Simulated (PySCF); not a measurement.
Input of a run (PBE0-D3(BJ)/def2-SVP geometry optimisation, gas phase (PySCF 2.14.0)), started from GFN2-xTB:
```
{"job": {"xc": "PBE0", "basis": "def2-SVP", "d3": "d3bj", "grid": 1, "shake": 0.01, "kind": "geom"}, "charge": 0, "multiplicity": 1}
F      1.233360    -1.206870    -1.162110
C      1.341150    -0.144970    -0.330140
C      0.288500     0.405730     0.264840
C     -1.068390    -0.053240     0.089550
F     -1.849110     0.226930     1.197530
H      2.371050     0.177360    -0.235230
H      0.466110     1.240010     0.940000
H     -1.567130     0.469840    -0.751120
H     -1.157740    -1.131950    -0.047040
```

Output (energies in Eh, forces in Eh/bohr):
```
step   0  E = -315.80005852  max force = 0.043287
step   1  E = -315.80331034  max force = 0.010030
step   2  E = -315.80327422  max force = 0.005299
step   3  E = -315.80359461  max force = 0.003472
step   4  E = -315.80358849  max force = 0.003988
step   5  E = -315.80369519  max force = 0.002959
step   6  E = -315.80376999  max force = 0.001245
step   7  E = -315.80382900  max force = 0.000532
step   8  E = -315.80390670  max force = 0.001103
step   9  E = -315.80395547  max force = 0.001080
step  10  E = -315.80397521  max force = 0.000516
step  11  E = -315.80397363  max force = 0.000195
optimisation converged
```

**Question.** Summarise the run.

**Answer.** The energy falls by 2.5 kcal/mol over 12 energy and gradient evaluations, the largest force component goes from 0.0433 to 1.9e-04 Eh/bohr, and the atoms move by 0.227 Å rms after alignment. The bond that changes most is C3–C4 (alkene CH carbon to sp3 C–F carbon), which lengthens by 0.046 Å. Bonds longer at the end by more than 0.005 Å: 4 of 8; shorter: 2. Among the angles that change most is F5–C4–H9, from 104.7° to 109.2°. Among the dihedrals that turn most is H7–C3–C4–H9, from -145° to -174°. The energy rose by more than 1e-6 Eh at steps 2, 4 and 11. The first step brought 83 % of the lowering.

**Question.** What are the final bond lengths?

**Answer.** F1–C2 1.331 Å, C2=C3 1.330 Å, C3–C4 1.489 Å, C4–F5 1.375 Å, C2–H6 1.094 Å, C3–H7 1.093 Å, C4–H8 1.105 Å, C4–H9 1.101 Å. Numbering counts from 1 in the input's order; the species is `FC/C=C\F`.

The run used 90 basis functions and 78 SCF cycles in all. Time: 48 s wall; peak memory 0.38 GiB. Hardware: one thread of an Arm Neoverse N1, shared host with 64 logical CPUs at a one-minute load of 60.

PBE0-D3(BJ)/def2-SVP frequencies: not computed here. One conformer, not necessarily the lowest.
